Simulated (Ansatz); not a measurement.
**hcp Be**

Calculation: rVV10 (Ansatz, a quantum-chemistry and plane-wave program, PAW).

Run with plane-wave cutoff 500 eV, 36×36×20 k mesh (along the axes of the cell as run), Fermi–Dirac smearing 0.1 eV, scalar-relativistic PAW data made under PBE.

Cell (relaxed at this level):

```
CELL_PARAMETERS angstrom
      1.12552    -1.94945     0.00000
      1.12552     1.94945     0.00000
      0.00000     0.00000     3.55367
ATOMIC_POSITIONS crystal
  Be 0.33333 0.66667 0.25000
  Be 0.66667 0.33333 0.75000
```

- volume per atom: 7.80 Å³/atom
- lattice constant a: 2.251 Å
- lattice parameter c: 3.554 Å

Measured, for comparison: lattice constant a 2.286 Å (293 K, not corrected to a static lattice, our sources range from 2.286 to 2.290; as tabulated in Wikipedia's data pages); lattice parameter c 3.584 Å (293 K, not corrected to a static lattice; as tabulated in Wikipedia's data pages). Computed (rounded) less measured: lattice constant a -1.5 % (-1.5 % to -1.7 % over the range), lattice parameter c -0.8 %. A static lattice is as a rule a little smaller and stiffer than an uncorrected measurement, which narrows the difference in the lattice constant a, lattice parameter c and would widen misses of the other sign.

Static lattice: no zero-point or thermal effects.

Cost on a shared machine: roughly 70 core-seconds.
